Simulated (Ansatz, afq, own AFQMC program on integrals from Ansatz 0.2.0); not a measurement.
## Where AFQMC and coupled cluster stand for AlBH$_{3}$, doublet

```json
{"atom": "B", "x (Å)": "0.0000", "y (Å)": "0.0000", "z (Å)": "2.9967"}
{"atom": "Al", "x (Å)": "0.0000", "y (Å)": "0.0000", "z (Å)": "-1.3583"}
{"atom": "H", "x (Å)": "0.0000", "y (Å)": "1.0440", "z (Å)": "3.5821"}
{"atom": "H", "x (Å)": "0.0000", "y (Å)": "-1.0440", "z (Å)": "3.5821"}
{"atom": "H", "x (Å)": "0.0000", "y (Å)": "0.0000", "z (Å)": "-2.9449"}
```

Connectivity, by distances: BH2 ··· AlH.

Basis cc-pVDZ. Only valence electrons are correlated. Integrals, coupled cluster, full CI and functionals: Ansatz 0.2.0; the random walks run on the same integrals in our own AFQMC program. ph-AFQMC/CISD is guided by a CISD state made of CCSD amplitudes; releasing the constraint for a short imaginary time cuts its bias at the price of noise, slowly where states lie close. ± is one standard error of the sampling.

Determinant: ROHF, the one that the program's search chose, which needn't be the lowest solution. The geometry is a point of a scan.

No full CI on the walks' own integrals is used here; CCSDT(Q) serves as the reference and is uncertain by about the last step of the cluster series.

- T1 diagnostic: 0.0128
- weight of the determinant in the CISD state: 0.876
- size of the correlated space: 9 electrons in 41 orbitals

Reference: CCSDT(Q), correlation energy -4.498 eV. The released energy is read at 2.40 1/Eh (meV from the phaseless value at times in 1/Eh: 2 ± 8 at 0.24, 8 ± 6 at 0.51, -2 ± 8 at 0.99, -17 ± 10 at 1.62, -12 ± 9 at 2.40).

```json
{"level": "HF", "E − E(reference) (kJ/mol)": "434.0", "share of correlation (%)": "0.00"}
{"level": "MP2", "E − E(reference) (kJ/mol)": "118.1", "share of correlation (%)": "72.78"}
{"level": "CCSD", "E − E(reference) (kJ/mol)": "8.0", "share of correlation (%)": "98.15"}
{"level": "CCSD(T)", "E − E(reference) (kJ/mol)": "2.1", "share of correlation (%)": "99.52"}
{"level": "CCSDT", "E − E(reference) (kJ/mol)": "0.1", "share of correlation (%)": "99.97"}
{"level": "ph-AFQMC/CISD", "E − E(reference) (kJ/mol)": "0.8 ± 0.8", "share of correlation (%)": "99.82"}
{"level": "released AFQMC", "E − E(reference) (kJ/mol)": "-0.4 ± 0.9", "share of correlation (%)": "100.09"}
```

A walk keeps the symmetry of its determinant, which the program's search chose and which needn't be the lowest solution, so a lower state of the same spin and another symmetry isn't excluded. Released energies are given only where the last usable release times agree within the noise; a slower fall can still hide under it.
